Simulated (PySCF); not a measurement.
B(F)3 cation (BF₃), SMILES B(F)(F)F (connectivity only; charge and spin as stated), charge +1, multiplicity 2.

Geometry optimised at ωB97X-D3(BJ)/def2-TZVP. The multiplicity is an assumed one; other spin states were not compared. The isomer is the one that the SMILES or the coordinates give; other isomers of the formula were not compared.

Level of theory: TDA-PBE/def2-SVPD (PySCF).

Vertical excitations. Gas-phase values at a fixed geometry.

### Question
Give excitation energies, oscillator strengths and character. (Estimate from the structure and the level; the computed values follow.)

### Answer

```tsv
state	energy (eV)	λ (nm)	f	main pairs
root 1	1.32	937	0.000	β HOMO−2→LUMO 100 %
root 2	1.35	921	0.000	β HOMO−1→LUMO 100 %
root 3	1.56	794	0.011	β HOMO→LUMO 98 %
root 4	3.31	374	0.000	β HOMO−4→LUMO 100 %
root 5	3.41	363	0.013	β HOMO−3→LUMO 62 %, β HOMO−6→LUMO 33 %
root 6	4.20	295	0.008	β HOMO−5→LUMO 99 %
root 7	4.80	258	0.025	β HOMO−6→LUMO 53 %, β HOMO−7→LUMO 32 %, β HOMO−3→LUMO 13 %
root 8	6.58	188	0.163	β HOMO−7→LUMO 61 %, β HOMO−3→LUMO 16 %, β HOMO−6→LUMO 12 %
root 9	10.22	121	0.000	α HOMO−1→LUMO 47 %, β HOMO−1→LUMO+1 50 %
root 10	10.34	120	0.000	α HOMO→LUMO 31 %, β HOMO→LUMO+1 69 %
```
Unrestricted roots are not spin-pure.
